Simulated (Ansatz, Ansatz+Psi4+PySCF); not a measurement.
```xyz
2

Li    0.0000    0.0000    0.0000
O     0.0000    0.0000    1.6441
```

Basis set: cc-pCVTZ on Li; cc-pVTZ on O (spherical functions). Frozen core: 1 orbital. Charge 0, multiplicity 2.

Computed with Ansatz (development build ahead of 0.2.0); the reference of a correlated method needn't be the lowest determinant of its kind.

The atomization energy at this shape (free ground-state atoms in the same class of orbitals less the molecule, no zero-point energy) of doublet LiO:

```tsv
method	atomization energy
UHF-CCSD(T)	3.44 eV
```

Question: What does UHF-CCSD give?

Answer: 3.34 eV. Caution: the reference determinant was not shown to be the lowest.
